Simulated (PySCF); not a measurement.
# Working with the constants of AlS

UHF-CCSD(T) constants of AlS, ²Σ⁺ (doublet), unpaired electrons σ ↑ (PySCF, no relativity, basis sets Al aug-pcseg-1, S aug-pcseg-1; masses 26.9815 and 31.9721 u):

- ωe: 611.3 cm⁻¹
- ωexe: 3.52 cm⁻¹
- Be: 0.2726 cm⁻¹
- αe: 0.00173 cm⁻¹
- D (centrifugal): 2.17e-07 cm⁻¹
- De to Al + S: 3.79 eV

(1) Give the vibrational terms G(v) and spacings up to v = 6.

(2) How well does the Morse estimate ωe²/(4ωexe) reproduce De, and what is D0?

Correlated steps freeze 10 core orbitals. Correlated levels converge slowly with the basis: in double zeta they bind strong bonds too weakly, by up to about 1 eV, and carry superposition errors of some tenths. The state was picked by a PBE0 search and need not be the measured ground state.

Results:

(1) G(v) = ωe(v+½) − ωexe(v+½)².

| v | G(v) (cm⁻¹) | G(v) − G(v−1) | Bv (cm⁻¹) |
| --- | --- | --- | --- |
| 0 | 304.8 |  | 0.2717 |
| 1 | 909.0 | 604.3 | 0.2700 |
| 2 | 1506.2 | 597.2 | 0.2683 |
| 3 | 2096.4 | 590.2 | 0.2665 |
| 4 | 2679.6 | 583.1 | 0.2648 |
| 5 | 3255.7 | 576.1 | 0.2631 |
| 6 | 3824.7 | 569.1 | 0.2614 |

(2) It gives 3.29 eV, 87 % of the computed De. D0 = De − G(0) = 3.79 − 0.04 = 3.75 eV.
